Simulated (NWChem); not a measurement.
System meant: CH2 cation, doublet

The following NWChem deck was run.

```
start job
memory heap 200 mb stack 900 mb global 1100 mb
charge 1
geometry units angstroms noautoz
  C     -0.093706    -0.017169     0.000000
  H      0.265847     0.048710    -1.035808
  H      0.265847     0.048710     1.035808
end
basis spherical
  * library def2-svp
end
dft
  odft
  mult 2
  xc xpbe96 cpbe96
  iterations 4
  mulliken
end
task dft energy
```

End of the output:

```
     --------------------------
     Expectation value of S2:
     --------------------------
      <S2> =      0.7518 (Exact =     0.7500)

 center of mass
 --------------
 x =   0.00000000 y =   0.00000000 z =  -0.07334969

 moments of inertia (a.u.)
 ------------------
           0.823468653434           0.000000000000           0.000000000000
           0.000000000000           8.546206920296           0.000000000000
           0.000000000000           0.000000000000           7.722738266862

     Multipole analysis of the density
     ---------------------------------

     L   x y z        total         alpha         beta         nuclear
     -   - - -        -----         -----         ----         -------
     0   0 0 0      1.000000     -4.000000     -3.000000      8.000000

     1   1 0 0     -0.000000     -0.000000     -0.000000      0.000000
     1   0 1 0     -0.000000     -0.000000     -0.000000      0.000000
     1   0 0 1      0.203603      0.389063     -0.185460      0.000000

     2   2 0 0     -1.709291     -4.971660     -4.400408      7.662777
     2   1 1 0     -0.000000     -0.000000     -0.000000      0.000000
     2   1 0 1      0.000000      0.000000      0.000000      0.000000
     2   0 2 0     -3.231418     -1.927328     -1.304091      0.000000
     2   0 1 1      0.000000      0.000000     -0.000000      0.000000
     2   0 0 2     -4.133549     -3.415266     -1.434022      0.715740

 ------------------------------------------------------------------------
 dft energy failed                                                                                  0
 ------------------------------------------------------------------------
 ------------------------------------------------------------------------
  current input line :
    19: task dft energy
 ------------------------------------------------------------------------
 ------------------------------------------------------------------------
 This type of error is most commonly associated with calculations not reaching convergence criteria
 ------------------------------------------------------------------------
 For more information see the NWChem manual at https://nwchemgit.github.io

0:dft energy failed:Received an Error in Communication
```

### Question
What is wrong, and how is it mended?

### Answer
The run did not converge; its last values are not results. Cause: the SCF was allowed too few iterations. This input runs:
```
start job
memory heap 200 mb stack 900 mb global 1100 mb
charge 1
geometry units angstroms noautoz
  C     -0.093706    -0.017169     0.000000
  H      0.265847     0.048710    -1.035808
  H      0.265847     0.048710     1.035808
end
basis spherical
  * library def2-svp
end
dft
  odft
  mult 2
  xc xpbe96 cpbe96
  iterations 150
  mulliken
end
task dft energy
```
It converges to -38.67244 Ha (PBE/def2-SVP, spin-unrestricted).
